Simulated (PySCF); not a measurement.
Homolysis of single bonds, series C Br-H. Gas-phase values, no solvent. Strings in code marks are SMILES.

Computed with PBE-D3(BJ)/def2-TZVP // B3LYP-D3(BJ)/def2-TZVP run with PySCF. 

```tsv
species	dipole moment (D)
radical fragment (`Br[C](Br)Br`)	0.23
whole molecule (`BrC(Br)Br`)	0.86
radical fragment (`[CH2]Br`)	0.86
whole molecule (`C`)	?
```

Question: What belongs in the gaps?

Answer: 
- whole molecule (`C`), dipole moment (D): 0.00
